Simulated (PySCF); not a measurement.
B3LYP has the VWN-RPA correlation part, as in Gaussian. 

```xyz
9

C      0.4620     0.9084    -0.1096
C     -0.8947     0.4573    -0.2025
C     -0.8687    -0.8740     0.0497
O      0.4069    -1.2843     0.2935
C      1.2041    -0.1847     0.1922
H      0.8286     1.9111    -0.2493
H     -1.7663     1.0483    -0.4270
H     -1.6260    -1.6362     0.0931
H      2.2540    -0.3458     0.3598
```

Charge 0, multiplicity 1.

Question: Give the Mulliken and meta-Löwdin atomic charges from B3LYP-D3(BJ)/def2-TZVPD run with PySCF.

Answer: 
```json
[
 {"atom": "C1", "Mulliken (e)": "-0.19", "meta-Löwdin (e)": "-0.18"},
 {"atom": "C2", "Mulliken (e)": "-0.19", "meta-Löwdin (e)": "-0.18"},
 {"atom": "C3", "Mulliken (e)": "-0.27", "meta-Löwdin (e)": "0.04"},
 {"atom": "O4", "Mulliken (e)": "-0.30", "meta-Löwdin (e)": "-0.23"},
 {"atom": "C5", "Mulliken (e)": "-0.27", "meta-Löwdin (e)": "0.04"},
 {"atom": "H6", "Mulliken (e)": "0.30", "meta-Löwdin (e)": "0.13"},
 {"atom": "H7", "Mulliken (e)": "0.30", "meta-Löwdin (e)": "0.13"},
 {"atom": "H8", "Mulliken (e)": "0.32", "meta-Löwdin (e)": "0.14"},
 {"atom": "H9", "Mulliken (e)": "0.32", "meta-Löwdin (e)": "0.14"}
]
```
